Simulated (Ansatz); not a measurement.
Species, as SMILES: FOF.
Atoms: F1, O2, F3. Bonds: F1-O2, O2-F3.

Basis-set convergence of the highest harmonic wavenumber at MP2 with Ansatz (an electronic-structure program). Each level at its own minimum, finite differences of forces, unscaled; the reference is a large set that could be run, not a limit. All functions are spherical. Cores are frozen. A restricted Hartree-Fock determinant is unstable towards unrestricted orbitals. No added dispersion term, no relativity. Reference: the value in def2-QZVPP, 980 cm⁻¹, itself unsure by roughly 4 cm⁻¹ (its mean distance from cc-pVQZ, aug-cc-pVTZ, def2-TZVPPD). Deviations are taken from unrounded values.

```tsv
basis	functions	highest harmonic wavenumber (cm⁻¹)
cc-pVDZ	42	924
aug-cc-pVDZ	69	926
6-311G**	54	940
6-311+G**	66	932
cc-pVTZ	90	985
aug-cc-pVTZ	138	974
def2-TZVPP	93	979
def2-TZVPPD	120	976
```

What the diffuse functions change, pair by pair:
- cc-pVDZ to aug-cc-pVDZ: 27 more functions, deviation -57 to -54 cm⁻¹
- 6-311G** to 6-311+G**: 12 more functions, deviation -40 to -49 cm⁻¹
- cc-pVTZ to aug-cc-pVTZ: 48 more functions, deviation 5 to -6 cm⁻¹
- def2-TZVPP to def2-TZVPPD: 27 more functions, deviation -1 to -5 cm⁻¹

They bring the value nearer the reference by more than 4 cm⁻¹ in 0 of 4 pairs.
